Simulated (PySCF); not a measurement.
**Nuclear quadrupole coupling in difluorodisulfane**

Compound: difluorodisulfane, S₂F₂.
Geometry (PBE0-D3(BJ)/def2-TZVP, Å), atoms numbered from 1 in this order:
```xyz
4
S2F2 angstrom
F     -1.8526    0.3268    0.1668
S     -0.7280   -0.6226   -0.5370
S      0.8757   -0.4937    0.4552
F      1.7426    0.7641   -0.1178
```

Field gradients from the PBE0/pcSseg-2 density (PySCF, non-relativistic), principal values in atomic units, ordered |Vxx| ≤ |Vyy| ≤ |Vzz|:

| atom | Vxx | Vyy | Vzz |
| --- | --- | --- | --- |
| S2 | -0.0941 | -3.1926 | 3.2868 |
| S3 | -0.0940 | -3.1929 | 3.2869 |

Problem. Find the asymmetry η = (Vxx − Vyy)/Vzz and the couplings χ = eQV/h (234.96 MHz × Q in barn × V in au), with Q(33S) = −0.0678 b.

Solution. 
| atom | environment | nucleus | η | χzz (MHz) | χxx (MHz) | χyy (MHz) |
| --- | --- | --- | --- | --- | --- | --- |
| S2 | sulfur bonded to F and S | 33S | 0.94 | -52.36 | 1.50 | 50.86 |
| S3 | sulfur bonded to F and S | 33S | 0.94 | -52.36 | 1.50 | 50.87 |

At S2 and S3 η is above 0.9: Vyy and Vzz are nearly equal in size and opposite in sign, so a small change could swap them and flip the sign of χzz. 

Problem. What is Vzz at S2 in SI units (1 au = 9.71736 × 10²¹ V/m²)?

Solution. 3.2868 au = 31.939 × 10²¹ V/m².

Problem. And the gradient at the other heavy atoms, for which no coupling is worked out here?

Solution. 
```tsv
atom	environment	Vzz (au)	η
F1	sulfur-bound fluorine	2.710	0.13
F4	sulfur-bound fluorine	2.711	0.13
```

Isolated species at its PBE0-D3(BJ)/def2-TZVP geometry, gas phase.

The run behind these numbers computed NMR shieldings as well. Hardware: one thread, Arm Neoverse V1 (aarch64), shared host with 32 logical CPUs at a one-minute load of 22. Cost: 8.3 s of wall time, 0.68 GiB resident at most.
